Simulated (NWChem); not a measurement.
**triplet PN: levels of theory compared**

We compute a comparison of 6 runs (U-r2SCAN/aug-cc-pVTZ, U-revPBE/aug-cc-pVTZ, UBLYP/aug-cc-pVTZ, UPBE/aug-cc-pVTZ, USVWN5/aug-cc-pVTZ, UTPSS/aug-cc-pVTZ) of triplet PN. 

Program for the calculation: NWChem 7.3.0.

1 further run of the same task is left out (it didn't finish).

## (1) The system as given

PN has 2 atoms, charge 0, and is taken as a triplet. SMILES of the parent species: `N#P`. The bond length is the one measured for the parent species. That shape belongs to the parent species and isn't relaxed for this state.

Bond lengths: N1–P2 1.491 Å.

## (2) The energy at U-r2SCAN/aug-cc-pVTZ (run 1)

The input, struct.nw:

```
start struct
memory stack 880 mb heap 220 mb global 1100 mb
geometry noautosym nocenter noautoz
 N     0.000000    0.000000    0.000000
 P     0.000000    0.000000    1.490866
end
basis spherical bse
 N library aug-cc-pVTZ
 P library aug-cc-pVTZ
end
dft
 xc r2scan
 mult 3
 grid fine
 convergence energy 1e-08
 iterations 100
 mulliken
 print medium
end
task dft
```

On the command line:

```
$ nwchem struct.nw > struct.out
```

Standard output:

```text
[...]
          Wavefunction type:  spin polarized.
          No. of atoms     :     2
          No. of electrons :    22
[...]
          Charge           :     0
          Spin multiplicity:     3
[...]
          AO basis - number of functions:    96
[...]
              XC Information
              --------------
                      r^2SCAN Method XC Functional
               r^2SCAN metaGGA Exchange Functional  1.000
                     r^2SCAN Correlation Potential  1.000
[...]
 d= 0,ls=0.0,diis     1   -395.8397043769 -4.33D+02  5.82D-03  1.11D-01     5.7
[...]
 d= 0,ls=0.0,diis    13   -395.9006953973 -7.21D-09  2.03D-07  7.77D-10    47.4
[...]
         Total DFT energy =     -395.900695397312
      One electron energy =     -619.455259061758
           Coulomb energy =      216.285707935156
    Exchange-Corr. energy =      -30.000497213878
 Nuclear repulsion energy =       37.269352943167
[...]
      Total Density - Mulliken Population Analysis
     ---------------------------------------------
    Atom       Charge   Shell Charges
 -----------   ------   -------------------------------------------------------
    1 N    7     7.41   1.95  0.24  0.97  0.53 -0.00  0.94  1.64  1.00  0.05  0.00  0.03  0.05  0.00  0.00
    2 P   15    14.59   2.00  1.87  0.20  1.11  0.61  0.02  5.77  0.57  1.58  0.62  0.02  0.10  0.11  0.01  0.03 -0.01
[...]
      <S2> =      2.0262 (Exact =     2.0000)
[...]
```

It took 48 s on 1 thread of Intel Xeon Platinum 8259CL at 2.50GHz (Skylake/Cascade Lake), shared host; peak memory 0.11 GiB.

## (3) A single-point energy at U-revPBE/aug-cc-pVTZ (run 2)

The input, run.py:

```python
from ase import Atoms
from ase.calculators.nwchem import NWChem

mol = Atoms(['N', 'P'], positions=[
    [0.000000, 0.000000, 0.000000],
    [0.000000, 0.000000, 1.490866],
])

calc = NWChem(
    label='geom',
    theory='dft',
    memory='2200 mb',
    basis='aug-cc-pVTZ',
    basispar='spherical bse',
    dft={'xc': 'revpbe cpbe96', 'mult': '3', 'grid': 'fine', 'convergence': 'energy 1e-08', 'iterations': '100', 'mulliken': None},
    task='energy',
)
mol.calc = calc

print("Total energy (eV):", round(mol.get_potential_energy(), 6))
```

On the command line:

```
$ export ASE_NWCHEM_COMMAND="nwchem PREFIX.nwi > PREFIX.nwo"
$ python run.py
```

Standard output:

```text
Total energy (eV): -10772.490766
```

The calculator wrote geom.nwi:

```
title "geom"

permanent_dir geom

scratch_dir geom

start geom

geometry units angstrom nocenter noautosym noautoz
  N  0.0000000000000000e+00 0.0000000000000000e+00 0.0000000000000000e+00
  P  0.0000000000000000e+00 0.0000000000000000e+00 1.4908660000000000e+00
end

memory 2200 mb

basis spherical bse noprint
   * library aug-cc-pVTZ
end

dft
  xc revpbe cpbe96
  mult 3
  grid fine
  convergence energy 1e-08
  iterations 100
  mulliken
end

task dft energy
```

geom.nwo:

```text
Northwest Computational Chemistry Package (NWChem) 7.3.0
             --------------------------------------------------------

           Job information
           ---------------

    nwchem branch   = 7.3.0
    use scalapack   = T
    input           = geom.nwi
    prefix          = geom.
    data base       = geom/geom.db
    status          = startup
    nproc           =        1

           Memory information
           ------------------

[... 5 lines left out ...]
    hardfail = no
[... 34 lines left out ...]
            Nuclear Dipole moment (a.u.)
[... 57 lines left out ...]
          Convergence on density requested:  1.00D-05
[... 23 lines left out ...]
          Convergence aids based upon iterative change in
[... 29 lines left out ...]
 2-e energy   =     186.528121
[... 48 lines left out ...]
           Coulomb energy =      216.219151053209
[... 691 lines left out ...]
                     DFT Final Beta Molecular Orbital Analysis
[... 769 lines left out ...]
     Multipole analysis of the density
     ---------------------------------

     L   x y z        total         alpha         beta         nuclear
     -   - - -        -----         -----         ----         -------
     0   0 0 0     -0.000000    -12.000000    -10.000000     22.000000

     1   1 0 0      0.000000      0.000000      0.000000      0.000000
[... 8 lines of this table left out ...]
     2   0 0 2    -11.499603    -73.131993    -57.427685    119.060075

 Task  times  cpu:       89.0s     wall:       89.0s
 Total times  cpu:       89.0s     wall:       89.0s
```

Run time: 91 s. Hardware: 1 thread of Intel Xeon Platinum 8259CL at 2.50GHz (Skylake/Cascade Lake), shared host; peak memory 0.12 GiB.

## (4) A single-point energy at UBLYP/aug-cc-pVTZ (run 3)

The input, run.py:

```python
from ase import Atoms
from ase.calculators.nwchem import NWChem

mol = Atoms(['N', 'P'], positions=[
    [0.000000, 0.000000, 0.000000],
    [0.000000, 0.000000, 1.490866],
])

calc = NWChem(
    label='run',
    theory='dft',
    memory='2200 mb',
    basis='aug-cc-pVTZ',
    basispar='spherical bse',
    dft={'xc': 'becke88 lyp', 'mult': '3', 'grid': 'fine', 'convergence': 'energy 1e-08', 'iterations': '100', 'mulliken': None},
    task='energy',
)
mol.calc = calc

print(f"energy = {mol.get_potential_energy():.6f} eV")
```

On the command line:

```
$ export ASE_NWCHEM_COMMAND="nwchem PREFIX.nwi > PREFIX.nwo"
$ python run.py
```

Standard output:

```text
energy = -10774.565389 eV
```

The calculator wrote run.nwi:

```
title "run"

permanent_dir run

scratch_dir run

start run

geometry units angstrom nocenter noautosym noautoz
  N  0.0000000000000000e+00 0.0000000000000000e+00 0.0000000000000000e+00
  P  0.0000000000000000e+00 0.0000000000000000e+00 1.4908660000000000e+00
end

memory 2200 mb

basis spherical bse noprint
   * library aug-cc-pVTZ
end

dft
  xc becke88 lyp
  mult 3
  grid fine
  convergence energy 1e-08
  iterations 100
  mulliken
end

task dft energy
```

run.nwo:

```text
Northwest Computational Chemistry Package (NWChem) 7.3.0
             --------------------------------------------------------

           Job information
           ---------------

    nwchem branch   = 7.3.0
    use scalapack   = T
    input           = run.nwi
    prefix          = run.
    data base       = run/run.db
    status          = startup
    nproc           =        1

           Memory information
           ------------------

[... 5 lines left out ...]
    hardfail = no
[... 34 lines left out ...]
            Nuclear Dipole moment (a.u.)
[... 55 lines left out ...]
          Convergence on density requested:  1.00D-05
[... 22 lines left out ...]
          Convergence aids based upon iterative change in
[... 29 lines left out ...]
 2-e energy   =     186.528121
[... 48 lines left out ...]
           Coulomb energy =      216.244682568858
[... 689 lines left out ...]
                     DFT Final Beta Molecular Orbital Analysis
[... 776 lines left out ...]
     Multipole analysis of the density
     ---------------------------------

     L   x y z        total         alpha         beta         nuclear
     -   - - -        -----         -----         ----         -------
     0   0 0 0     -0.000000    -12.000000    -10.000000     22.000000

     1   1 0 0      0.000000      0.000000      0.000000      0.000000
[... 8 lines of this table left out ...]
     2   0 0 2    -11.532264    -73.015947    -57.576393    119.060075

 Task  times  cpu:       86.5s     wall:       86.5s
 Total times  cpu:       86.6s     wall:       86.6s
```

It took 88 s on 1 thread of Intel Xeon Platinum 8259CL at 2.50GHz (Skylake/Cascade Lake), shared host; peak memory 0.11 GiB.

Runs 4 to 5 aren't shown in full; the table further down has their settings and results.

## (5) The energy at UTPSS/aug-cc-pVTZ (run 6)

The input, np.nw:

```
start np
memory total 2200 mb
charge 0

geometry units angstroms noautosym nocenter noautoz
  N     0.000000    0.000000    0.000000
  P     0.000000    0.000000    1.490866
end

basis "ao basis" spherical bse
  * library aug-cc-pVTZ
end

dft
  xc xtpss03 ctpss03
  mult 3
  grid fine
  convergence energy 1e-08
  maxiter 100
  mulliken
end

task dft energy
```

On the command line:

```
$ nwchem np.nw > np.out
```

Standard output:

```text
[...]
          Wavefunction type:  spin polarized.
          No. of atoms     :     2
          No. of electrons :    22
[...]
          Charge           :     0
          Spin multiplicity:     3
[...]
          AO basis - number of functions:    96
[...]
              XC Information
              --------------
                  TPSS metaGGA Exchange Functional  1.000
             TPSS03 metaGGA Correlation Functional  1.000
[...]
 d= 0,ls=0.0,diis     1   -395.9274945941 -4.33D+02  6.15D-03  1.06D-01     5.5
[...]
 d= 0,ls=0.5,diis    27   -395.9896615482 -6.27D-09  1.64D-07  5.63D-09    96.5
[...]
         Total DFT energy =     -395.989661551500
      One electron energy =     -619.471772417191
           Coulomb energy =      216.295169420889
    Exchange-Corr. energy =      -30.082411498366
 Nuclear repulsion energy =       37.269352943167
[...]
      Total Density - Mulliken Population Analysis
     ---------------------------------------------
    Atom       Charge   Shell Charges
 -----------   ------   -------------------------------------------------------
    1 N    7     7.42   1.95  0.24  0.98  0.55  0.01  0.95  1.62  0.98  0.06  0.00  0.03  0.05  0.00  0.00
    2 P   15    14.58   2.00  1.86  0.21  1.11  0.58  0.02  5.76  0.59  1.61  0.59  0.02  0.10  0.11  0.00  0.03 -0.01
[...]
      <S2> =      2.0127 (Exact =     2.0000)
[...]
```

Run time: 1.7 min. Hardware: 1 thread of Intel Xeon Platinum 8259CL at 2.50GHz (Skylake/Cascade Lake), shared host; peak memory 0.11 GiB.

## (6) Overview of the runs

| run | level | energy (Eh) | dipole moment (D) | HOMO energy (eV) | ⟨S²⟩ | wall time |
| --- | --- | --- | --- | --- | --- | --- |
| 1 | U-r2SCAN/aug-cc-pVTZ | -395.900695 | 1.07 | -4.35 | 2.026 | 48 s |
| 2 | U-revPBE/aug-cc-pVTZ | -395.881737 | 1.16 | -4.04 | 2.010 | 91 s |
| 3 | UBLYP/aug-cc-pVTZ | -395.957978 | 1.23 | -3.89 | 2.009 | 88 s |
| 4 | UPBE/aug-cc-pVTZ | -395.739813 | 1.19 | -4.06 | 2.009 | 89 s |
| 5 | USVWN5/aug-cc-pVTZ | -394.258626 | 1.25 | -4.07 | 2.008 | 72 s |
| 6 | UTPSS/aug-cc-pVTZ | -395.989662 | 1.14 | -4.20 | 2.013 | 1.7 min |

## (7) What came out

| quantity | value |
| --- | --- |
| run 6: total energy | -395.98966 Eh |
| run 6: dipole moment | 1.14 D |
| run 6: HOMO energy (highest over α and β) | -4.20 eV |
| run 6: ⟨S²⟩ | 2.013 |

The dipole moment (its size) runs from 1.07 D (U-r2SCAN/aug-cc-pVTZ) to 1.25 D (USVWN5/aug-cc-pVTZ). Totals of different functionals can't be ranked against each other. All runs together took 8.2 min, the longest 1.7 min.
